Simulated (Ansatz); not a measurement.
System: Bi2Te2Se (R-3m, No. 166; cell taken from a computed entry). Method: HSE06+SOC (Ansatz, an electronic-structure program, plane waves, PAW).

Numerical settings: plane-wave cutoff 460 eV, 6×6×6 k mesh, Fermi–Dirac smearing 0.01 eV, PAW data made under PBE.

Cell (relaxed with PBEsol):

```
CELL_PARAMETERS angstrom
      2.14428     1.23800     9.95288
     -2.14428     1.23800     9.95288
      0.00000    -2.47600     9.95288
ATOMIC_POSITIONS crystal
  Bi 0.60560 0.60560 0.60560
  Bi 0.39440 0.39440 0.39440
  Te 0.21312 0.21312 0.21312
  Te 0.78688 0.78688 0.78688
  Se 0.00000 0.00000 0.00000
```

**Question.** Give the computed band gap, smallest direct gap on the k points sampled and direct gap at Γ.

**Answer.** 
- band gap = 0.34 eV (indirect)
- smallest direct gap on the k points sampled = 0.43 eV
- direct gap at Γ = 0.59 eV

Note: cell and atoms aren't relaxed at this level (largest force component 0.12 eV/Å, pressure 1.3 GPa).

The result took roughly 2.3 core-hours.
